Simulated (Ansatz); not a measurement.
Ansatz input

```yaml
crystal:
  lattice:
    - [2.733215727, 0.0, 0.0]
    - [-1.3666078635, 2.3670342536, 0.0]
    - [0.0, 0.0, 4.2999140076]
  atoms:
    - { symbol: Ru, position: [0.3333333333, 0.6666666667, 0.25], spin: 1.0, spin_axis: [0, 0, 1] }
    - { symbol: Ru, position: [0.6666666667, 0.3333333333, 0.75], spin: 1.0, spin_axis: [0, 0, 1] }
hamiltonian:
  xc: revpbe
  pseudopotentials:
    kind: paw_fr
    azcp:
      Ru: "pseudopotentials/Ru.paw.azcp"
basis:
  ecutwfc: 420
  fft_grid_basis: typed
kpoints:
  mp_grid: { grid: [13, 13, 7], shift: [0, 0, 0] }
magnetization:
  noncollinear: true
  spin_orbit: true
scf:
  occupations: { method: fermi_dirac, width: 0.05 }
```

Output

```
Engine: ansatz 0.2.0, aarch64-unknown-linux-gnu
Pseudopotentials: kind: paw_fr
Pseudopotential: Ru, paw_fr, valence charge 16, recommended cutoff 420 eV (normal) 
Functional definition: revPBE
  parameter kappa = 1.245
  parameter beta = 0.06672455060314922
  exchange = pbe_x(kappa = kappa, mu = beta*pi^2/3)
  correlation = pbe_c(beta = beta)
Crystal: 2 atoms, lattice volume = 27.819 Å³
Basis set: ecut = 420 eV, 537 PW (Γ)
Bands: 40, of which v1, the nominal top of the filled ones, is band 32 counted from 1 (31 counted from 0)
Symmetry: 12 space group operations + 12 with time reversal
Magnetic group: BNS 194.270 (UNI 1500), of the structure as read, at distance tolerance 3.0e-5 Å
k-points: 84 of 1183 (time reversal used)
Projection manifold: j_resolved (fully-relativistic pseudo-atomic orbitals)
Non-local potential: Ru, projectors of the file, l = 0: 3, l = 1: 4, l = 2: 4, l = 3: 2
PAW form: soft (Blöchl's): semilocal exchange-correlation on the pseudo side does not see the compensation charge
PAW frozen core: Ru, regenerated for the run's functional, and the local potential with it (the file was generated under x = pbe(κ = 0.804, μ = 0.2195149727645171), c = pbe(β = 0.06672455060314922))
PAW one-centre angular grid: Ru, 590 points (default); XC on 64 Gauss nodes
Initial density: superposition of atomic densities (chi_scale 0.1, normalization cell)
Starting moments: Σ|m| = 2 μB on 2 of 2 sites
Initial wavefunctions: pseudopotential atomic-orbital guess
Functional: x = revpbe(κ = 1.245, μ = 0.2195149727645171), c = pbe(β = 0.06672455060314922)
SCF iter   1: F=—  HF=-11771.860195 eV  |F-HF|=—  |Δ(HF+E_count)|=         —  Δρ=1.19e-1  dr2=3.90e0  dr2_m=6.89e-1  ethr=3.10e-3  |M|=4.63e-1 ∫|m|=4.75e-1 μB  |m|>n=0.0e0 m-floor=0.0e0 τ_xc=1.1e-15 mc-row=0.0e0  β_m=0.30  ⟨swp⟩=8.0  Hψ=15996  notcnv=0
SCF iter   2: F=—  HF=-11771.267348 eV  |F-HF|=—  |Δ(HF+E_count)|=   5.93e-1  Δρ=7.97e-2  dr2=1.73e0  dr2_m=3.88e-1  ethr=3.10e-3  |M|=3.80e-1 ∫|m|=3.94e-1 μB  |m|>n=0.0e0 m-floor=0.0e0 τ_xc=4.8e-5 mc-row=0.0e0  β_m=0.30  ⟨swp⟩=2.5  Hψ=6038  notcnv=0  defer=94
SCF iter   3: F=—  HF=-11770.781362 eV  |F-HF|=—  |Δ(HF+E_count)|=   4.86e-1  Δρ=5.47e-2  dr2=3.10e-2  dr2_m=1.91e-1  ethr=3.10e-3  |M|=3.78e-1 ∫|m|=3.86e-1 μB  |m|>n=0.0e0 m-floor=0.0e0 τ_xc=4.5e-5 mc-row=0.0e0  β_m=0.30  ⟨swp⟩=2.0  Hψ=6146  notcnv=0  defer=94
SCF iter   4: F=—  HF=-11770.833496 eV  |F-HF|=—  |Δ(HF+E_count)|=   5.21e-2  Δρ=4.37e-2  dr2=7.65e-3  dr2_m=1.22e-1  ethr=9.69e-5  |M|=2.97e-1 ∫|m|=3.06e-1 μB  |m|>n=0.0e0 m-floor=0.0e0 τ_xc=3.2e-5 mc-row=0.0e0  β_m=0.30  ⟨swp⟩=2.2  Hψ=7342  notcnv=0  defer=73
SCF iter   5: F=—  HF=-11770.858689 eV  |F-HF|=—  |Δ(HF+E_count)|=   2.52e-2  Δρ=3.47e-2  dr2=5.19e-5  dr2_m=7.69e-2  ethr=2.39e-5  |M|=2.35e-1 ∫|m|=2.45e-1 μB  |m|>n=0.0e0 m-floor=0.0e0 τ_xc=2.4e-5 mc-row=0.0e0  β_m=0.30  ⟨swp⟩=2.0  Hψ=5037  notcnv=0  defer=73
SCF iter   6: F=—  HF=-11770.871231 eV  |F-HF|=—  |Δ(HF+E_count)|=   1.25e-2  Δρ=2.78e-2  dr2=1.34e-5  dr2_m=4.93e-2  ethr=1.62e-7  |M|=1.83e-1 ∫|m|=1.93e-1 μB  |m|>n=0.0e0 m-floor=0.0e0 τ_xc=1.9e-5 mc-row=0.0e0  β_m=0.30  ⟨swp⟩=2.0  Hψ=6057  notcnv=0  defer=73
SCF iter   7: F=—  HF=-11770.879316 eV  |F-HF|=—  |Δ(HF+E_count)|=   8.09e-3  Δρ=2.22e-2  dr2=9.16e-6  dr2_m=3.15e-2  ethr=4.18e-8  |M|=1.42e-1 ∫|m|=1.53e-1 μB  |m|>n=0.0e0 m-floor=0.0e0 τ_xc=1.5e-5 mc-row=0.0e0  β_m=0.30  ⟨swp⟩=2.7  Hψ=6261  notcnv=0  defer=73
SCF iter   8: F=—  HF=-11770.884535 eV  |F-HF|=—  |Δ(HF+E_count)|=   5.22e-3  Δρ=1.77e-2  dr2=4.02e-7  dr2_m=2.00e-2  ethr=2.86e-8  |M|=1.12e-1 ∫|m|=1.21e-1 μB  |m|>n=0.0e0 m-floor=0.0e0 τ_xc=1.1e-5 mc-row=0.0e0  β_m=0.30  ⟨swp⟩=2.7  Hψ=6539  notcnv=0  defer=73
Mixer restart at iter 8: flushing history
spin-set hold released at iteration 8 (site moments contracting): the magnetisation degrees of freedom join the quasi-Newton model from the next iteration; the mixer history was flushed
SCF iter   9: F=—  HF=-11770.887871 eV  |F-HF|=—  |Δ(HF+E_count)|=   3.34e-3  Δρ=1.41e-2  dr2=1.07e-6  dr2_m=1.26e-2  ethr=3.13e-10  |M|=8.76e-2 ∫|m|=9.64e-2 μB  |m|>n=0.0e0 m-floor=0.0e0 τ_xc=8.0e-6 mc-row=0.0e0  β_m=0.56  ⟨swp⟩=4.0  Hψ=10512  notcnv=0
SCF iter  10: F=—  HF=-11770.893622 eV  |F-HF|=—  |Δ(HF+E_count)|=   5.75e-3  Δρ=1.86e-3  dr2=3.81e-6  dr2_m=2.22e-4  ethr=1.26e-9  |M|=1.21e-2 ∫|m|=1.62e-2 μB  |m|>n=0.0e0 m-floor=0.0e0 τ_xc=5.5e-7 mc-row=0.0e0  β_m=0.72  ⟨swp⟩=4.0  Hψ=10111  notcnv=0  defer=73
SCF iter  11: F=—  HF=-11770.893762 eV  |F-HF|=—  |Δ(HF+E_count)|=   1.40e-4  Δρ=2.02e-4  dr2=1.23e-6  dr2_m=2.60e-6  ethr=1.26e-9  |M|=8.15e-4 ∫|m|=2.63e-3 μB  |m|>n=0.0e0 m-floor=0.0e0 τ_xc=8.0e-8 mc-row=0.0e0  β_m=0.82  ⟨swp⟩=3.1  Hψ=9644  notcnv=0  defer=63
SCF iter  12: F=—  HF=-11770.893768 eV  |F-HF|=—  |Δ(HF+E_count)|=   6.28e-6  Δρ=9.46e-5  dr2=2.22e-6  dr2_m=2.62e-7  ethr=1.26e-9  |M|=2.69e-4 ∫|m|=8.46e-4 μB  |m|>n=0.0e0 m-floor=0.0e0 τ_xc=9.1e-9 mc-row=0.0e0  β_m=0.70  ⟨swp⟩=2.9  Hψ=6826  notcnv=0  defer=63
SCF iter  13: F=—  HF=-11770.893768 eV  |F-HF|=—  |Δ(HF+E_count)|=   1.67e-7  Δρ=1.76e-5  dr2=2.66e-8  dr2_m=1.97e-8  ethr=3.13e-10  |M|=3.11e-5 ∫|m|=2.07e-4 μB  |m|>n=0.0e0 m-floor=0.0e0 τ_xc=1.2e-9 mc-row=0.0e0  β_m=0.69  ⟨swp⟩=1.8  Hψ=10482  notcnv=0
SCF iter  14: F=—  HF=-11770.893768 eV  |F-HF|=—  |Δ(HF+E_count)|=   3.35e-8  Δρ=4.94e-6  dr2=7.70e-11  dr2_m=1.56e-9  ethr=8.32e-11  |M|=1.42e-5 ∫|m|=4.23e-5 μB  |m|>n=0.0e0 m-floor=0.0e0 τ_xc=1.6e-10 mc-row=0.0e0  β_m=0.84  ⟨swp⟩=2.8  Hψ=6751  notcnv=0
SCF iter  15: F=-11770.893768 eV  HF=-11770.893768 eV  |F-HF|=3.64e-12  |Δ(HF+E_count)|=   3.81e-9  Δρ=5.70e-7  dr2=2.21e-11  dr2_m=2.09e-11  ethr=1.00e-12  |M|=4.57e-6 ∫|m|=4.59e-6 μB  |m|>n=0.0e0 m-floor=0.0e0 τ_xc=1.3e-13 mc-row=0.0e0  ⟨swp⟩=3.0  Hψ=9139  notcnv=0
WARN: the starting moments were not kept: the SCF closed with an absolute magnetisation of 4.5e-6 μB, where they sum to 2 μB in size (2 sites). That is at most 0.1 of that sum. Measured as dr2_m measures the in/out step, that magnetisation stands 4.1e-12 eV from none, at or under the dr2_threshold of 1.0e-7 eV: it is no larger than a step whose dr2_m would equal this threshold. The system may hold no moment; this SCF shows only that its start led to no more than that. To try another start: raise the starting moments (crystal.atoms[].spin, magnetization.per_species, magnetization.initial_magnetization, or on a non-collinear deck that types none of these the spinor_matrix: blocks that start its atoms; where the total moment is fixed, keep their sum and leave initial_magnetization as it is; typed ones take the place of any that the run laid by itself, positive ones on a crystal's lanthanoids without a Hubbard term where scf.initial_density.shell_occupations: [] is typed) or, if the notice of its spin-set hold's release reads "site moments contracting" or "site moments show no strong build", lengthen the hold (scf.mixing.spin_hold: { on: { confirm: 4 } }; for m-r²SCAN on two components see the key's manual first). Each may lead to a state that holds a moment. A second SCF, from the converged charge density, with the starting moments and any scf.initial_density.shell_occupations laid on it anew, would have followed, and was not run: the deck does not ask for one (magnetization.retry_lost_moments is false, the default). To let it run, set magnetization.retry_lost_moments: true and run the deck again, where that key's refused combinations let it; where memory then withholds it, that run's warning says so.
SCF 1 converged in 15 iterations: F = -11770.893768 eV  dr2 = 2.21e-11
SCF converged after 15 iterations
Magnetization: |M| = 0.0000 μB,  M = (+0.0000, -0.0000, -0.0000) μB
Absolute magnetization: 0.0000 μB (∫|m|, with the PAW one-centre terms)
  site 0: m = (+0.0000, -0.0000, -0.0000) μB, |m| = 0.0000 μB  (R = 1.10 Å)
  site 1: m = (-0.0000, +0.0000, -0.0000) μB, |m| = 0.0000 μB  (R = 1.10 Å)
Free energy (F): -11770.893768 eV
Harris-Foulkes:  -11770.893768 eV  (|F-HF|=3.64e-12)
Internal energy: -11770.879221 eV  (E = F + TS)
E sigma→0 (E₀):  -11770.886495 eV
Entropy (-TS):   -0.014547 eV (-7.273 meV/atom)
Fermi energy:    22.941383 eV
--- Per-component energies (eV) ---
  E_band       = -124.978366
  E_kinetic    = 1026.591020
  E_local      = -2564.790350  (includes V_loc(G=0)·N_el)
  E_nonlocal   = 683.864449
  E_hartree    = 824.620479
  E_xc         = -380.872151
  E_vxc        = -477.769701  (∫ρ·V_xc dr)
  E_paw        = -6934.029870  (= ΣΔE_a)
  E_vpaw       = -442.114194  (= ΣTr[D̂ρ^β])
  E_aug_tail   = -0.000362  (compensation charges beyond the density's cutoff)
  E_ewald      = -4426.118294
  E_core_change = -0.144143  (= ΣΔE_core)
  E_smearing   = -0.014547  (= −TS)
  E_closure    = 0.000000  (closes the sum)
  Σ components = -11770.893768   (vs F -11770.893768, Δ=0.00e0)
```
